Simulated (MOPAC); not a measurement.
MOPAC input (MNDO):

```
MNDO 1SCF UHF MS=0.5 GEO-OK AUX(PRECISION=9) THREADS=1
C4H7

C     0.22577584 1    0.13547594 1    1.40749977 1
C     0.00742734 1    0.07963315 1    0.04508769 1
H     0.38119463 1    1.08236846 1    1.90771855 1
H     0.24731876 1   -0.75949738 1    2.01389750 1
C    -0.02844852 1    1.23028516 1   -0.72802239 1
H     0.12134138 1    2.20489305 1   -0.28305230 1
H    -0.20684708 1    1.18897693 1   -1.79400529 1
C    -0.18199788 1   -1.26143177 1   -0.62813139 1
H    -0.36837223 1   -2.04988441 1    0.10038942 1
H    -1.02040204 1   -1.23565840 1   -1.32585567 1
H     0.70922577 1   -1.53497315 1   -1.19769435 1
```

Output:

```
 *******************************************************************************
 **                                                                           **
 **                              MOPAC v23.2.5                                **
 **                                                                           **
 *******************************************************************************
 ** MOPAC's Digital Object Identifier: https://doi.org/10.5281/zenodo.6511958 **
 **                                                                           **
 ** Please cite the open-source release paper for use of this MOPAC version:  **
 ** J. E. Moussa and J. J. P. Stewart (2026)                                  **
 ** MOPAC: An open-source semiempirical molecular orbital program             **
 ** J. Open Source Softw., 11(119), 8025, https://doi.org/10.21105/joss.08025 **
 *******************************************************************************

                              MNDO CALCULATION RESULTS

 *******************************************************************************
 *  MNDO       - The MNDO Hamiltonian to be used
 *  GEO-OK     - OVERRIDE INTERATOMIC DISTANCE AND OTHER SAFETY CHECKS
 *  UHF        - UNRESTRICTED HARTREE-FOCK CALCULATION
 *  MS=        - IN MECI, MAGNETIC COMPONENT OF SPIN =  0.5
 *  1SCF       - DO 1 SCF AND THEN STOP
 *  AUX        - OUTPUT AUXILIARY INFORMATION
 *******************************************************************************
MNDO 1SCF UHF MS=0.5 GEO-OK AUX(PRECISION=9) THREADS=1
 C4H7

   ATOM   CHEMICAL          X               Y               Z
  NUMBER   SYMBOL      (ANGSTROMS)     (ANGSTROMS)     (ANGSTROMS)

     1       C          0.22577584  *   0.13547594  *   1.40749977  *
     2       C          0.00742734  *   0.07963315  *   0.04508769  *
     3       H          0.38119463  *   1.08236846  *   1.90771855  *
     4       H          0.24731876  *  -0.75949738  *   2.01389750  *
     5       C         -0.02844852  *   1.23028516  *  -0.72802239  *
     6       H          0.12134138  *   2.20489305  *  -0.28305230  *
     7       H         -0.20684708  *   1.18897693  *  -1.79400529  *
     8       C         -0.18199788  *  -1.26143177  *  -0.62813139  *
     9       H         -0.36837223  *  -2.04988441  *   0.10038942  *
    10       H         -1.02040204  *  -1.23565840  *  -1.32585567  *
    11       H          0.70922577  *  -1.53497315  *  -1.19769435  *

          CARTESIAN COORDINATES

    NO.       ATOM           X           Y           Z

     1         C          0.2258      0.1355      1.4075
     2         C          0.0074      0.0796      0.0451
     3         H          0.3812      1.0824      1.9077
     4         H          0.2473     -0.7595      2.0139
     5         C         -0.0284      1.2303     -0.7280
     6         H          0.1213      2.2049     -0.2831
     7         H         -0.2068      1.1890     -1.7940
     8         C         -0.1820     -1.2614     -0.6281
     9         H         -0.3684     -2.0499      0.1004
    10         H         -1.0204     -1.2357     -1.3259
    11         H          0.7092     -1.5350     -1.1977

  H: (MNDO): M.J.S. DEWAR, W. THIEL, J. AM. CHEM. SOC., 99, 4899, (1977)
  C: (MNDO): M.J.S. DEWAR, W. THIEL, J. AM. CHEM. SOC., 99, 4899, (1977)

           Empirical Formula: C4 H7  =    11 atoms

      MOLECULAR POINT GROUP   :   C1

          UHF CALCULATION, NO. OF ALPHA ELECTRONS =   12
                           NO. OF BETA  ELECTRONS =   11

 -------------------------------------------------------------------------------
 MNDO 1SCF UHF MS=0.5 GEO-OK AUX(PRECISION=9) THREADS=1
 C4H7

     1SCF WAS SPECIFIED, SO BFGS WAS NOT USED
     SCF FIELD WAS ACHIEVED

                              MNDO CALCULATION
                                                       MOPAC v23.2.5 Linux

          FINAL HEAT OF FORMATION =         20.21015 KCAL/MOL =      84.55929 KJ/MOL

          COSMO AREA              =        108.17 SQUARE ANGSTROMS
          COSMO VOLUME            =         93.75 CUBIC ANGSTROMS

          IONIZATION POTENTIAL    =          9.050380 EV
          ALPHA SOMO LUMO (EV)    =         -9.050  1.323
          BETA  SOMO LUMO (EV)    =        -10.527  0.616
          NO. OF ALPHA ELECTRONS  =         12
          NO. OF BETA  ELECTRONS  =         11
          MOLECULAR WEIGHT        =         55.0993         POINT GROUP:  C1

          MOLECULAR DIMENSIONS (Angstroms)

            Atom       Atom       Distance
            H     7    H     4     4.30150
            H     6    H    11     3.77796
            H    10    H    11     1.65215

          SCF CALCULATIONS        =          1

   ATOM   CHEMICAL          X               Y               Z
  NUMBER   SYMBOL      (ANGSTROMS)     (ANGSTROMS)     (ANGSTROMS)

     1       C          0.22577584  *   0.13547594  *   1.40749977  *
     2       C          0.00742734  *   0.07963315  *   0.04508769  *
     3       H          0.38119463  *   1.08236846  *   1.90771855  *
     4       H          0.24731876  *  -0.75949738  *   2.01389750  *
     5       C         -0.02844852  *   1.23028516  *  -0.72802239  *
     6       H          0.12134138  *   2.20489305  *  -0.28305230  *
     7       H         -0.20684708  *   1.18897693  *  -1.79400529  *
     8       C         -0.18199788  *  -1.26143177  *  -0.62813139  *
     9       H         -0.36837223  *  -2.04988441  *   0.10038942  *
    10       H         -1.02040204  *  -1.23565840  *  -1.32585567  *
    11       H          0.70922577  *  -1.53497315  *  -1.19769435  *

                             CARTESIAN COORDINATES

   1    C        0.225775840     0.135475940     1.407499770
   2    C        0.007427340     0.079633150     0.045087690
   3    H        0.381194630     1.082368460     1.907718550
   4    H        0.247318760    -0.759497380     2.013897500
   5    C       -0.028448520     1.230285160    -0.728022390
   6    H        0.121341380     2.204893050    -0.283052300
   7    H       -0.206847080     1.188976930    -1.794005290
   8    C       -0.181997880    -1.261431770    -0.628131390
   9    H       -0.368372230    -2.049884410     0.100389420
  10    H       -1.020402040    -1.235658400    -1.325855670
  11    H        0.709225770    -1.534973150    -1.197694350

           Empirical Formula: C4 H7  =    11 atoms

      MOLECULAR POINT GROUP   :   C1

          ALPHA EIGENVALUES
 -39.38785 -29.60723 -28.80074 -19.65303 -15.79132 -15.54406 -14.35022 -13.61519
 -13.26755 -12.67439 -11.32052  -9.05038   1.32313   3.89188   4.10429   4.44955
   4.59305   4.80055   4.81326   5.24350   5.95674   6.03040   6.33108

           BETA EIGENVALUES
 -39.22536 -29.24899 -27.53403 -19.60374 -15.66009 -15.43218 -14.42575 -13.48675
 -13.16418 -12.65881 -10.52742   0.61580   2.28704   3.94386   4.19794   4.40761
   4.85422   5.13475   5.21443   5.51783   5.92100   6.32398   6.42144

              NET ATOMIC CHARGES AND DIPOLE CONTRIBUTIONS

  ATOM NO.   TYPE          CHARGE      No. of ELECS.   s-Pop       p-Pop
    1          C          -0.051122        4.0511     1.23887     2.81225
    2          C          -0.128282        4.1283     1.19690     2.93139
    3          H           0.040749        0.9593     0.95925
    4          H           0.042557        0.9574     0.95744
    5          C          -0.053157        4.0532     1.24033     2.81283
    6          H           0.041069        0.9589     0.95893
    7          H           0.042432        0.9576     0.95757
    8          C           0.079651        3.9203     1.20225     2.71810
    9          H          -0.005798        1.0058     1.00580
   10          H          -0.004517        1.0045     1.00452
   11          H          -0.003583        1.0036     1.00358
 DIPOLE           X         Y         Z       TOTAL
 POINT-CHG.     0.005    -0.035    -0.018     0.039
 HYBRID         0.010     0.041     0.013     0.045
 SUM            0.015     0.007    -0.004     0.017

          ATOMIC ORBITAL ELECTRON POPULATIONS

     Atom    s        px        py        pz
    1  C   1.23887   0.98498   0.92282   0.90445
    2  C   1.19690   1.02669   0.95753   0.94717
    3  H   0.95925
    4  H   0.95744
    5  C   1.24033   0.98665   0.90786   0.91831
    6  H   0.95893
    7  H   0.95757
    8  C   1.20225   0.91744   0.88883   0.91183
    9  H   1.00580
   10  H   1.00452
   11  H   1.00358

                    (SZ)    =    0.500000
                    (S**2)  =    0.980930

          ATOMIC ORBITAL SPIN POPULATIONS

    Atom   Total    s     px     py     pz
         Atomic
    1  C  0.8577  0.044  0.705  0.046  0.064
    2  C -0.5807 -0.037 -0.441 -0.042 -0.061
    3  H -0.0414 -0.041
    4  H -0.0419 -0.042
    5  C  0.8756  0.045  0.718  0.050  0.062
    6  H -0.0422 -0.042
    7  H -0.0427 -0.043
    8  C  0.0455  0.004  0.010  0.021  0.010
    9  H -0.0038 -0.004
   10  H -0.0100 -0.010
   11  H -0.0160 -0.016

 **********************
 *                    *
 * JOB ENDED NORMALLY *
 *                    *
 **********************

 == MOPAC DONE ==
```

The determinant is spin-contaminated: <S^2> is 0.98 against 0.75 for a pure state.
